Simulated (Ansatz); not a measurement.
# LiO (quartet): from Hartree-Fock to the top rungs, def2-TZVPP

An exercise on one series of results from a longer session: the logs are not shown, and one member is left open.

The runs use Ansatz 0.2.0, Gaussian basis; def2-TZVPP, core rule «outside noble gas», up to 2 orbitals frozen.

The runs, in order: UHF; ROHF; CCSD(T) on UHF.

2 further runs of the same task are left out: 2 set aside as unsound or not needed.

### What is computed

The geometry is a PBE0/def2-TZVP stationary point (not a proven minimum) of the parent state, kept for this charge and spin.

2 atoms, charge 0, spin multiplicity 4.

Atoms are counted from 1 here; the program's logs count them from 0.

Bond lengths: O1–Li2 1.681 Å.

Set-up of the first run:

File in.yaml:

```yaml
crystal:
  periodic: [false, false, false]
  atoms:
    - {symbol: O, position_ang: [0.000000, 0.000000, 0.000000]}
    - {symbol: Li, position_ang: [0.000000, 0.000000, 1.681000]}
basis:
  gaussian: {orbitals: def2-TZVPP}
magnetization: {spin_polarized: true, initial_magnetization: 3}
hamiltonian: {xc: hf}
output: {orbitals: {seedname: orbitals}}
```

Command:

```bash
$ ansatz run in.yaml --threads 1 --pin off --events-out ev --progress --plain --max-ram 2560MiB --backend cpu
```

Among the steps run: UHF; ROHF; CCSD(T) on UHF.

One table of the session follows, with a row left open; its other results are not shown here.

It belongs to the step «Misses and costs». 

```
  method  from UCCSD(T) (meV)
    ROHF              +4593.9
     UHF                    ?
    UMP2               +547.5
   UCCSD                +81.6
UCCSD(T)                    0
```

**Question.** Estimate the row for UHF.

**Answer.** from UCCSD(T) (meV): +4423.0. In the column «from UCCSD(T) (meV)» it lies between UMP2 (+547.5) and ROHF (+4593.9).
